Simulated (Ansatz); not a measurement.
Results of r²SCAN+SOC (Ansatz, a program for electronic structure, plane waves, PAW) for BaAgSbS3 (C2/c, No. 15; cell taken from a computed entry).

Settings: plane-wave cutoff 560 eV, 6×6×2 k mesh (along the axes of the cell as run), Fermi–Dirac smearing 0.01 eV, PAW data made under PBE.

Cell (relaxed with PBEsol):

```cif
data_Ag8Ba8S24Sb8
_chemical_formula_sum 'Ba8 Ag8 Sb8 S24'
_space_group_name_H-M_alt 'C2/c'
_space_group_IT_number 15
_space_group_name_Hall '-C 2yc'
_cell_length_a 9.26539
_cell_length_b 7.92990
_cell_length_c 16.98144
_cell_angle_alpha 90.000
_cell_angle_beta 102.036
_cell_angle_gamma 90.000
loop_
_atom_site_label
_atom_site_type_symbol
_atom_site_symmetry_multiplicity
_atom_site_Wyckoff_symbol
_atom_site_fract_x
_atom_site_fract_y
_atom_site_fract_z
_atom_site_occupancy
Ba1 Ba 8 f 0.32855 0.12726 0.38849 1
Ag1 Ag 4 e 0.00000 0.07184 0.75000 1
Ag2 Ag 4 e 0.00000 0.30295 0.25000 1
Sb1 Sb 8 f 0.17103 0.15002 0.07601 1
S1 S 8 f 0.23664 0.27598 0.21419 1
S2 S 8 f 0.13497 0.44028 0.41777 1
S3 S 8 f 0.02266 0.03911 0.89646 1
```
(The calculation used a cell of 24 atoms; values per cell refer to that cell.)

Question: What does this level give for the band gap and Γ–Γ gap?

Answer: 
* **band gap**: 1.42 eV (on the SCF k mesh)
* **Γ–Γ gap**: 3.10 eV

Note: cell and atoms aren't relaxed at this level (largest force component 0.20 eV/Å, pressure 2.2 GPa).
